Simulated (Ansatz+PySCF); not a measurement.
doublet CH₃: levels of theory in one basis

```xyz
4

C     0.0000    0.0000    0.0000
H     1.1449    0.0000    0.0000
H    -0.5452    0.9443    0.0000
H    -0.5452   -0.9443    0.0000
```

Basis set: STO-3G (spherical functions). Left uncorrelated: 1 orbital. Correlation on ROHF uses semicanonical orbitals with singles. Charge 0, multiplicity 2.

Computed with Ansatz (development build ahead of 0.2.0); each method stands on the lowest determinant of its kind that the runs found.

| method | E − E(ROHF) (eV) | <S²> of the determinant |
| --- | --- | --- |
| ROHF | 0.00 | 0.75 |
| UHF | -0.13 | 0.77 |
| ROHF-MP2 | -1.17 | – |
| UHF-MP2 | -1.22 | 0.77 |
| ROHF-CCSD | -1.79 | – |
| UHF-CCSD | -1.79 | 0.77 |
| ROHF-CCSD(T) | -1.79 | – |
| full CI (lowest root of this spin) | -1.79 | – |

Question: Is a single determinant a sound starting point here?

Answer: By this sign, yes. Unrestricted orbitals gain 0.13 eV and <S²> is 0.77 against 0.75 for a pure state.
